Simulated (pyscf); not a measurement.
Single points on ωB97X-D3(BJ)/def2-SVP structures (PySCF, gas phase).

### Question
Estimate by transition-state theory the rate constant of H₂B–O• + hydrogen (H₂) → H₂B–OH + H atom (H•) (doublet surface; H–H broken, H–O formed) at 298 K, with ωB97M-D3(BJ)/def2-TZVP energies (ideal gas, 1 atm, RRHO with modes under 100 cm⁻¹ raised to 100, one conformer, R ln 2 for chiral ones without a mode under 150 cm⁻¹; no tunnelling).

### Answer
The electronic barrier is 14.9 kcal/mol and the thermal terms add +7.6, so ΔG‡ = 22.5 kcal/mol. With k_BT/h = 6.21e+12 s⁻¹ and RT = 0.592 kcal/mol, and a volume of 4.06e-20 cm³ per molecule at 1 atm, k = 8.4e-24 cm³ molecule⁻¹ s⁻¹. Wigner's tunnelling factor for 1774i cm⁻¹ would be 4.05, likely too low at so high a frequency. A shift of 1 kcal/mol in the barrier changes k by a factor 5.4. This is the saddle that the search found; another between the same sides may lie lower. The angle at the transferred H is 170°.
